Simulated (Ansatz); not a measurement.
Reaction (SMILES): N[CH2] (CH2-NH2) → C atom + 4 H atom + N atom
B3LYP-D3(BJ)/def2-TZVP geometries, fixed; electronic energies without zero-point terms.

Basis-set convergence of the atomisation energy at PBE with Ansatz (a program for electronic structure). All functions are spherical. The program fits the integrals of some runs and decomposes those of others, by size. Open shells are unrestricted. No added dispersion term, no relativity. Functions are those of the species that has most. Reference: the value in aug-pcseg-3, 496.63 kcal/mol, itself unsure by roughly 0.18 kcal/mol (its mean distance from aug-cc-pVQZ, cc-pV5Z, def2-QZVPPD).

```tsv
basis	functions	atomisation energy (kcal/mol)
3-21G	26	…
def2-SV(P)	36	485.57
pcseg-1	48	…
6-311G**	60	491.96
6-311+G**	68	…
def2-SVPD	72	502.31
6-311++G(2d,2p)	94	…
def2-TZVPP	118	495.82
def2-TZVPPD	142	496.61
def2-QZVPP	234	496.12
pcseg-3	252	496.56
aug-pcseg-3	366	496.63
cc-pV5Z	402	496.59
```

**Question.** What belongs in the gaps?

**Answer.** 
- 3-21G, atomisation energy (kcal/mol): 479.51
- pcseg-1, atomisation energy (kcal/mol): 487.25
- 6-311+G**, atomisation energy (kcal/mol): 493.09
- 6-311++G(2d,2p), atomisation energy (kcal/mol): 494.76
